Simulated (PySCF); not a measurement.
## PySCF run on OF⁺

The script input.py:

```python
from pyscf import gto, dft
from pyscf.geomopt.geometric_solver import optimize

mol = gto.M(
    atom='O 0 0 0; F 0 0 1.249',
    basis='cc-pvtz',
    charge=1,
    spin=0,
    verbose=4,
)
mf = dft.RKS(mol, xc='pbe0')
mf.kernel()
g = mf.nuc_grad_method()
g.grid_response = True
mol_eq = optimize(g.as_scanner(), maxsteps=30)
print('optimised geometry (angstrom)')
print(mol_eq.tostring('raw'))
print('orbital energies (hartree):', mf.mo_energy[..., max(0, mol.nelec[1]-3):mol.nelec[0]+3].round(4))
```

```bash
$ OMP_NUM_THREADS=1 python input.py
```

Output:

```
PySCF version 2.14.0

[INPUT] verbose = 4
[INPUT] num. atoms = 2
[INPUT] num. electrons = 16
[INPUT] charge = 1
[INPUT] spin (= nelec alpha-beta = 2S) = 0
[INPUT] symmetry False subgroup None
[INPUT] Mole.unit = angstrom
[INPUT] Symbol           X                Y                Z      unit          X                Y                Z       unit  Magmom
[INPUT]  1 O      0.000000000000   0.000000000000   0.000000000000 AA    0.000000000000   0.000000000000   0.000000000000 Bohr   0.0
[INPUT]  2 F      0.000000000000   0.000000000000   1.249000000000 AA    0.000000000000   0.000000000000   2.360267929582 Bohr   0.0

nuclear repulsion = 30.5050113580785
number of shells = 18
number of NR pGTOs = 84
number of NR cGTOs = 60
basis = cc-pvtz
ecp = {}

******** <class 'pyscf.dft.rks.RKS'> ********
method = RKS
initial guess = minao
damping factor = 0
level_shift factor = 0
DIIS = <class 'pyscf.scf.diis.CDIIS'>
diis_start_cycle = 1
diis_space = 8
diis_damp = 0
SCF conv_tol = 1e-09
SCF conv_tol_grad = None
SCF max_cycles = 50
direct_scf = True
direct_scf_tol = 1e-13
XC library pyscf.dft.libxc version 7.0.0
    S. Lehtola, C. Steigemann, M. J.T. Oliveira, and M. A.L. Marques.,  SoftwareX 7, 1–5 (2018)
XC functionals = pbe0
    C. Adamo and V. Barone.,  J. Chem. Phys. 110, 6158 (1999)
    M. Ernzerhof and G. E. Scuseria.,  J. Chem. Phys. 110, 5029 (1999)
radial grids:
    Treutler-Ahlrichs [JCP 102, 346 (1995); DOI:10.1063/1.469408] (M4) radial grids

becke partition: Becke, JCP 88, 2547 (1988); DOI:10.1063/1.454033
pruning grids: <function nwchem_prune>
grids dens level: 3
symmetrized grids: False
atomic radii adjust function: <function treutler_atomic_radii_adjust>
small_rho_cutoff = 0
Set gradient conv threshold to 3.16228e-05
Initial guess from minao.
tot grids = 28344
init E= -174.988035644098

WARN: HOMO -0.302325456077939 == LUMO -0.302325456077928

cycle= 1 E= -174.146259940962  delta_E= 0.842  |g|= 0.66  |ddm|= 1.39
  HOMO = -0.925583223034492  LUMO = -0.826011087101815  gap/eV = 2.70950
cycle= 2 E= -174.183207380596  delta_E= -0.0369  |g|= 0.52  |ddm|= 0.572
  HOMO = -0.79827257938585  LUMO = -0.696870015992694  gap/eV = 2.75930
cycle= 3 E= -174.199746928289  delta_E= -0.0165  |g|= 0.392  |ddm|= 0.287
  HOMO = -0.800441060187616  LUMO = -0.697325067775344  gap/eV = 2.80593
cycle= 4 E= -174.223159597607  delta_E= -0.0234  |g|= 0.0326  |ddm|= 0.137
  HOMO = -0.796049496661306  LUMO = -0.691524248589666  gap/eV = 2.84428
cycle= 5 E= -174.223319501109  delta_E= -0.00016  |g|= 0.00255  |ddm|= 0.0104
  HOMO = -0.79577501573373  LUMO = -0.691149230957464  gap/eV = 2.84701
cycle= 6 E= -174.223320585684  delta_E= -1.08e-06  |g|= 0.000623  |ddm|= 0.00137
  HOMO = -0.795874834863815  LUMO = -0.691237124753492  gap/eV = 2.84734
cycle= 7 E= -174.223320647763  delta_E= -6.21e-08  |g|= 0.000176  |ddm|= 0.000279
  HOMO = -0.795878189001952  LUMO = -0.691238663519719  gap/eV = 2.84739
cycle= 8 E= -174.223320652883  delta_E= -5.12e-09  |g|= 1.16e-05  |ddm|= 7.33e-05
  HOMO = -0.79587863319345  LUMO = -0.691239182795334  gap/eV = 2.84738
cycle= 9 E= -174.223320652915  delta_E= -3.2e-11  |g|= 2.07e-06  |ddm|= 8.99e-06
  HOMO = -0.795878709416019  LUMO = -0.691239304177323  gap/eV = 2.84738
Extra cycle  E= -174.223320652915  delta_E= -5.68e-14  |g|= 5.4e-06  |ddm|= 5.58e-06
converged SCF energy = -174.223320652915
Create scanner for <class 'pyscf.grad.rks.Gradients'>
Create scanner for <class 'pyscf.dft.rks.RKS'>
input.py

Current date and time:

#|     Arguments passed to driver run_optimizer():      |#
customengine              <pyscf.geomopt.geometric_solver.PySCFEngine object>
logIni                    <dir>
maxiter                   30
----------------------------------------------------------
Custom engine selected.
Bonds will be generated from interatomic distances less than 1.20 times sum of covalent radii
6 internal coordinates being used (instead of 6 Cartesians)
Internal coordinate system (atoms numbered from 1):
Distance 1-2
Translation-X 1-2
Translation-Y 1-2
Translation-Z 1-2
Rotation-A 1-2
Rotation-B 1-2
Rotation-C 1-2
<class 'geometric.internal.Distance'> : 1
<class 'geometric.internal.TranslationX'> : 1
<class 'geometric.internal.TranslationY'> : 1
<class 'geometric.internal.TranslationZ'> : 1
<class 'geometric.internal.RotationA'> : 1
<class 'geometric.internal.RotationB'> : 1
<class 'geometric.internal.RotationC'> : 1
> ===== Optimization Info: ====
> Job type: Energy minimization
> Maximum number of optimization cycles: 30
> Initial / maximum trust radius (Angstrom): 0.100 / 0.300
> Convergence Criteria:
> Will converge when all 5 criteria are reached:
>  |Delta-E| < 1.00e-06
>  RMS-Grad  < 3.00e-04
>  Max-Grad  < 4.50e-04
>  RMS-Disp  < 1.20e-03
>  Max-Disp  < 1.80e-03
> === End Optimization Info ===

Geometry optimization cycle 1
Cartesian coordinates (Angstrom)
 Atom        New coordinates             dX        dY        dZ
   O   0.000000   0.000000   0.000000    0.000000  0.000000  0.000000
   F   0.000000   0.000000   1.249000    0.000000  0.000000  0.000000

WARN: Mole.unit (angstrom) is changed to Bohr

New geometry
   1 O      0.000000000000   0.000000000000   0.000000000000 AA    0.000000000000   0.000000000000   0.000000000000 Bohr
   2 F      0.000000000000   0.000000000000   1.249000000000 AA    0.000000000000   0.000000000000   2.360267929582 Bohr

******** <class 'pyscf.scf.hf.RKS_Scanner'> ********
method = RKS_Scanner
initial guess = minao
damping factor = 0
level_shift factor = 0
DIIS = <class 'pyscf.scf.diis.CDIIS'>
diis_start_cycle = 1
diis_space = 8
diis_damp = 0
SCF conv_tol = 1e-09
SCF conv_tol_grad = None
SCF max_cycles = 50
direct_scf = True
direct_scf_tol = 1e-13
XC library pyscf.dft.libxc version 7.0.0
    S. Lehtola, C. Steigemann, M. J.T. Oliveira, and M. A.L. Marques.,  SoftwareX 7, 1–5 (2018)
XC functionals = pbe0
    C. Adamo and V. Barone.,  J. Chem. Phys. 110, 6158 (1999)
    M. Ernzerhof and G. E. Scuseria.,  J. Chem. Phys. 110, 5029 (1999)
radial grids:
    Treutler-Ahlrichs [JCP 102, 346 (1995); DOI:10.1063/1.469408] (M4) radial grids

becke partition: Becke, JCP 88, 2547 (1988); DOI:10.1063/1.454033
pruning grids: <function nwchem_prune>
grids dens level: 3
symmetrized grids: False
atomic radii adjust function: <function treutler_atomic_radii_adjust>
small_rho_cutoff = 0
Set gradient conv threshold to 3.16228e-05
tot grids = 28344
init E= -174.223320652915
  HOMO = -0.795878294011564  LUMO = -0.691238885892393  gap/eV = 2.84738
cycle= 1 E= -174.22332065288  delta_E= 3.51e-11  |g|= 1.68e-05  |ddm|= 8.8e-06
  HOMO = -0.795879620700864  LUMO = -0.691240232295057  gap/eV = 2.84738
Extra cycle  E= -174.2233206525  delta_E= 3.8e-10  |g|= 5.26e-05  |ddm|= 2.31e-05
converged SCF energy = -174.2233206525

******** <class 'pyscf.grad.rhf.Gradients_Scanner'> for <class 'pyscf.scf.hf.RKS_Scanner'> ********
unit = Eh/Bohr
grid_response = True
--------------- RKS_Scanner gradients ---------------
         x                y                z
0 O    -0.0000000000    -0.0000000000    -0.0488113275
1 F     0.0000000000     0.0000000000     0.0488113275
----------------------------------------------
cycle 1: E = -174.223320653  dE = -174.223  norm(grad) = 0.0690296
Step    0 : Gradient = 4.881e-02/4.881e-02 (rms/max) Energy = -174.2233206525
Hessian Eigenvalues: 5.00000e-02 5.00000e-02 5.00000e-02 ... 5.00000e-02 5.00000e-02 8.36074e-01

Geometry optimization cycle 2
Cartesian coordinates (Angstrom)
 Atom        New coordinates             dX        dY        dZ
   O   0.000000   0.000000   0.015447    0.000000  0.000000  0.015447
   F  -0.000000  -0.000000   1.233553   -0.000000 -0.000000 -0.015447
New geometry
   1 O      0.000000000000   0.000000000000   0.015447100705 AA    0.000000000000   0.000000000000   0.029190789751 Bohr
   2 F     -0.000000000000  -0.000000000000   1.233552899295 AA   -0.000000000000  -0.000000000000   2.331077139830 Bohr

******** <class 'pyscf.scf.hf.RKS_Scanner'> ********
method = RKS_Scanner
initial guess = minao
damping factor = 0
level_shift factor = 0
DIIS = <class 'pyscf.scf.diis.CDIIS'>
diis_start_cycle = 1
diis_space = 8
diis_damp = 0
SCF conv_tol = 1e-09
SCF conv_tol_grad = None
SCF max_cycles = 50
direct_scf = True
direct_scf_tol = 1e-13
XC library pyscf.dft.libxc version 7.0.0
    S. Lehtola, C. Steigemann, M. J.T. Oliveira, and M. A.L. Marques.,  SoftwareX 7, 1–5 (2018)
XC functionals = pbe0
    C. Adamo and V. Barone.,  J. Chem. Phys. 110, 6158 (1999)
    M. Ernzerhof and G. E. Scuseria.,  J. Chem. Phys. 110, 5029 (1999)
radial grids:
    Treutler-Ahlrichs [JCP 102, 346 (1995); DOI:10.1063/1.469408] (M4) radial grids

becke partition: Becke, JCP 88, 2547 (1988); DOI:10.1063/1.454033
pruning grids: <function nwchem_prune>
grids dens level: 3
symmetrized grids: False
atomic radii adjust function: <function treutler_atomic_radii_adjust>
small_rho_cutoff = 0
Set gradient conv threshold to 3.16228e-05
tot grids = 28344
init E= -174.269912855775
[part of the log left out]
XC functionals = pbe0
    C. Adamo and V. Barone.,  J. Chem. Phys. 110, 6158 (1999)
    M. Ernzerhof and G. E. Scuseria.,  J. Chem. Phys. 110, 5029 (1999)
radial grids:
    Treutler-Ahlrichs [JCP 102, 346 (1995); DOI:10.1063/1.469408] (M4) radial grids

becke partition: Becke, JCP 88, 2547 (1988); DOI:10.1063/1.454033
pruning grids: <function nwchem_prune>
grids dens level: 3
symmetrized grids: False
atomic radii adjust function: <function treutler_atomic_radii_adjust>
small_rho_cutoff = 0
Set gradient conv threshold to 3.16228e-05
tot grids = 28344
init E= -174.223222703107
  HOMO = -0.787336450493832  LUMO = -0.682043405752911  gap/eV = 2.86517
cycle= 1 E= -174.22523735783  delta_E= -0.00201  |g|= 0.00249  |ddm|= 0.00219
  HOMO = -0.786912341189522  LUMO = -0.681670483743551  gap/eV = 2.86378
cycle= 2 E= -174.22523333829  delta_E= 4.02e-06  |g|= 0.00572  |ddm|= 0.0027
  HOMO = -0.786846623047486  LUMO = -0.681604923601977  gap/eV = 2.86377
cycle= 3 E= -174.225238199554  delta_E= -4.86e-06  |g|= 0.000806  |ddm|= 0.00206
  HOMO = -0.786932480079894  LUMO = -0.681690698821095  gap/eV = 2.86377
cycle= 4 E= -174.225238291649  delta_E= -9.21e-08  |g|= 6.01e-05  |ddm|= 0.000283
  HOMO = -0.786921072705997  LUMO = -0.68167956399339  gap/eV = 2.86377
cycle= 5 E= -174.225238292253  delta_E= -6.05e-10  |g|= 6.53e-06  |ddm|= 2.82e-05
  HOMO = -0.786923973742942  LUMO = -0.681682501914214  gap/eV = 2.86377
Extra cycle  E= -174.225238292256  delta_E= -2.3e-12  |g|= 6.66e-06  |ddm|= 7.63e-06
converged SCF energy = -174.225238292256

******** <class 'pyscf.grad.rhf.Gradients_Scanner'> for <class 'pyscf.scf.hf.RKS_Scanner'> ********
unit = Eh/Bohr
grid_response = True
--------------- RKS_Scanner gradients ---------------
         x                y                z
0 O     0.0000000000    -0.0000000000    -0.0000605737
1 F    -0.0000000000     0.0000000000     0.0000605737
----------------------------------------------
cycle 4: E = -174.225238292  dE = -2.23124e-06  norm(grad) = 8.56641e-05
Step    3 : Displace = 6.688e-04/6.688e-04 (rms/max) Trust = 2.000e-01 (+) Grad = 6.057e-05/6.057e-05 (rms/max) E (change) = -174.2252382923 (-2.231e-06) Quality = 0.963
Hessian Eigenvalues: 5.00000e-02 5.00000e-02 5.00000e-02 ... 5.00000e-02 5.00000e-02 7.48801e-01

Geometry optimization cycle 5
Cartesian coordinates (Angstrom)
 Atom        New coordinates             dX        dY        dZ
   O  -0.000000   0.000000   0.019875   -0.000000  0.000000  0.000021
   F   0.000000  -0.000000   1.229125    0.000000 -0.000000 -0.000021
New geometry
   1 O     -0.000000000000   0.000000000000   0.019874796999 AA   -0.000000000000   0.000000000000   0.037557923110 Bohr
   2 F      0.000000000000  -0.000000000000   1.229125203000 AA    0.000000000000  -0.000000000000   2.322710006471 Bohr

******** <class 'pyscf.scf.hf.RKS_Scanner'> ********
method = RKS_Scanner
initial guess = minao
damping factor = 0
level_shift factor = 0
DIIS = <class 'pyscf.scf.diis.CDIIS'>
diis_start_cycle = 1
diis_space = 8
diis_damp = 0
SCF conv_tol = 1e-09
SCF conv_tol_grad = None
SCF max_cycles = 50
direct_scf = True
direct_scf_tol = 1e-13
XC library pyscf.dft.libxc version 7.0.0
    S. Lehtola, C. Steigemann, M. J.T. Oliveira, and M. A.L. Marques.,  SoftwareX 7, 1–5 (2018)
XC functionals = pbe0
    C. Adamo and V. Barone.,  J. Chem. Phys. 110, 6158 (1999)
    M. Ernzerhof and G. E. Scuseria.,  J. Chem. Phys. 110, 5029 (1999)
radial grids:
    Treutler-Ahlrichs [JCP 102, 346 (1995); DOI:10.1063/1.469408] (M4) radial grids

becke partition: Becke, JCP 88, 2547 (1988); DOI:10.1063/1.454033
pruning grids: <function nwchem_prune>
grids dens level: 3
symmetrized grids: False
atomic radii adjust function: <function treutler_atomic_radii_adjust>
small_rho_cutoff = 0
Set gradient conv threshold to 3.16228e-05
tot grids = 28344
init E= -174.225302756671
  HOMO = -0.78689853843105  LUMO = -0.681658063649207  gap/eV = 2.86374
cycle= 1 E= -174.225238293958  delta_E= 6.45e-05  |g|= 7.05e-05  |ddm|= 6.93e-05
  HOMO = -0.786914071912067  LUMO = -0.681671959152972  gap/eV = 2.86378
cycle= 2 E= -174.225238291539  delta_E= 2.42e-09  |g|= 0.000145  |ddm|= 7.07e-05
  HOMO = -0.786915246283797  LUMO = -0.681673124094347  gap/eV = 2.86378
cycle= 3 E= -174.225238294553  delta_E= -3.01e-09  |g|= 3.14e-05  |ddm|= 5.55e-05
  HOMO = -0.78691231021252  LUMO = -0.681670191271948  gap/eV = 2.86378
cycle= 4 E= -174.225238294699  delta_E= -1.46e-10  |g|= 2.23e-06  |ddm|= 1.13e-05
  HOMO = -0.78691292401373  LUMO = -0.6816707921537  gap/eV = 2.86378
Extra cycle  E= -174.225238294699  delta_E= 1.42e-13  |g|= 5.27e-06  |ddm|= 5.49e-06
converged SCF energy = -174.225238294699

******** <class 'pyscf.grad.rhf.Gradients_Scanner'> for <class 'pyscf.scf.hf.RKS_Scanner'> ********
unit = Eh/Bohr
grid_response = True
--------------- RKS_Scanner gradients ---------------
         x                y                z
0 O    -0.0000000000     0.0000000000    -0.0000003259
1 F     0.0000000000    -0.0000000000     0.0000003259
----------------------------------------------
cycle 5: E = -174.225238295  dE = -2.44302e-09  norm(grad) = 4.60862e-07
Step    4 : Displace = 2.140e-05/2.140e-05 (rms/max) Trust = 2.828e-01 (+) Grad = 3.259e-07/3.259e-07 (rms/max) E (change) = -174.2252382947 (-2.443e-09) Quality = 0.997
Hessian Eigenvalues: 5.00000e-02 5.00000e-02 5.00000e-02 ... 5.00000e-02 5.00000e-02 7.48801e-01
Converged! =D

    #| If this code has benefited your research, please support us by citing: |#
    #| Wang, L.-P.; Song, C.C. (2016) "Geometry optimization made simple with |#
    #| translation and rotation coordinates", J. Chem, Phys. 144, 214108.     |#
    #|                                     |#
optimised geometry (angstrom)
O          -0.00000000        0.00000000        0.01987480
F           0.00000000       -0.00000000        1.22912520
orbital energies (hartree): [-1.0351 -1.0329 -0.7959 -0.6912 -0.3771  0.1787]
```

In short: E(SCF) = -174.223321 Eh, 9 cycles, all at the start geometry; optimised bond 1.209 Å with E = -174.225238 Eh after 5 steps.

It ran on Arm Neoverse V1 (1 thread, shared host) in 9.6 s, peak memory 0.32 GiB.

At this level a UKS run with spin=2 ends 2.29 eV lower; the true order of the states can differ. The last line lists the levels of the start geometry. Stability towards an unrestricted solution was not tested.
